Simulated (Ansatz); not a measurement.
**How far each method lies from full CI for PF, singlet**

Geometry: that of the PF, triplet, kept fixed. The triplet lies 1.2 eV lower here.

```tsv
atom	x (Å)	y (Å)	z (Å)
F	0.0000	0.0000	0.0000
P	0.0000	0.0000	1.5934
```

Basis 6-31G; Ansatz 0.2.0. Only valence electrons are correlated (noble-gas cores frozen), which leaves 12 electrons in 16 orbitals. R marks a restricted (for open shells ROHF) determinant, U an unrestricted one. Active spaces: valence = (12e, 8o) chosen from the atoms' valence shells.

Full CI is exact within this basis and frozen core; it isn't the basis-set limit. The frozen core follows each run's orbitals, which can shift R against U totals by a few meV.

The determinant fills πx and πy unequally, so it is a mixture of Σ and Δ, which weighs on every level built on one determinant.

```
UHF ⟨S²⟩                          : 1.001
T1 diagnostic (RCCSD)             : 0.0192
largest doubles amplitude (RCCSD) : 0.259
```

```csv
level,E − E(full CI) (kJ/mol),share of correlation (%),wall time
RHF,485.2,0.00,–
UHF†,366.8,–,–
RMP2,52.9,89.10,–
UMP2†,-39.4,–,–
CISD,57.9,88.06,0.33 s
RCCSD,28.8,94.07,–
UCCSD*†,-82.8,–,–
RCCSD(T),15.7,96.76,0.27 s
UCCSD(T)*†,-106.0,–,0.66 s
BCCD(T),15.1,96.88,0.27 s
RCCSDT*,3.8,99.22,–
UCCSDT*†,-115.8,–,–
CISDTQ,9.3,98.08,2.8 s
RCCSDT(Q)*,-1.4,100.29,0.78 s
UCCSDT(Q)*†,-120.0,–,3.7 s
RCCSDTQ*,0.2,99.96,8 s
UCCSDTQ*†,-118.5,–,52 s
CASSCF (valence space),332.9,31.40,–
NEVPT2 (valence space),46.4,90.43,0.36 s
MRCISD (valence space),17.5,96.39,–
MRCISD+Q (valence space),6.1,98.75,1.3 s
```

An asterisk marks runs whose energy the program itself flagged as in doubt. A dagger marks rows that describe another state than the reference (another or a broken symmetry, a higher spin or other natural occupations), so the difference holds a gap between states beside the method's error.

The correlation energy at full CI, counted from RHF, is -5.029 eV. That run took 2.3 min on 1 thread of Arm Neoverse V2, shared host over 16,036,672 determinants.

Times hold each run's SCF and search for its determinant on a shared host, so for small cases they say little of a method's own cost; they ran on 1 thread of Arm Neoverse V2. Some runs computed forces too.

Not variational, and here over 5 meV under the exact energy: RCCSDT(Q).

Unrestricted levels hold only the spin's projection, and here they fall towards a lower state of higher spin.

The full-CI state has the irrep A1 of C2v, in the program's axes (one component, if the state is degenerate).

Natural occupations of full CI about the gap: 1.983 1.977 1.977 1.962 1.015 0.992 0.039 0.015 0.015 0.011; effectively unpaired electrons, Σ n²(2−n)², 2.02. No single determinant describes this state well, so single-reference rows can miss without a flag.
